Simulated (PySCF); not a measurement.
# C4H6O (Cyclobutanone): the cost of one run

The runs use PySCF 2.14.0, with density-fitted response routines of our own; the level of theory stands in each step. All values are computed, except where a source is named. Atoms count from 0, in the outputs and in this text.

### 1 Starting geometry

11 atoms, charge 0, multiplicity 1; geometry from: GFN2-xTB. The atoms were then displaced at random by about 0.01 Å, so the start is not that level's minimum.

Bonds of the start (Å): O0–C1 1.22, C1–C2 1.53, C2–C3 1.58, C3–C4 1.52, C4–C1 1.51, C2–H5 1.08, C2–H6 1.07, C3–H7 1.09, C3–H8 1.12, C4–H9 1.08, C4–H10 1.10.

### 2 Relaxing the molecule at PBE0-D3(BJ)/def2-TZVP

What the job is given:

```
{"job": {"xc": "PBE0", "basis": "def2-TZVP", "d3": "d3bj", "grid": 2, "shake": 0.01, "kind": "geom"}, "charge": 0, "multiplicity": 1}
O      0.325120    -2.311160    -0.428010
C      0.143800    -1.124700    -0.215390
C     -1.080610    -0.213340    -0.187080
C     -0.094330     0.963190     0.176410
C      1.084810     0.008950     0.124870
H     -1.578300    -0.126300    -1.137050
H     -1.782070    -0.485330     0.580710
H     -0.088360     1.760400    -0.567390
H     -0.317580     1.402770     1.177170
H      1.821540     0.225630    -0.627450
H      1.604100    -0.125940     1.087550
```

Started as:

```bash
OMP_NUM_THREADS=2 python probes_run.py task.json out
```

This one command runs all jobs of the session in turn.

Q: Estimate the wall time and peak memory of this first job on 2 threads of AMD EPYC, shared host.

About 3.9 min, with a peak of 0.94 GiB.
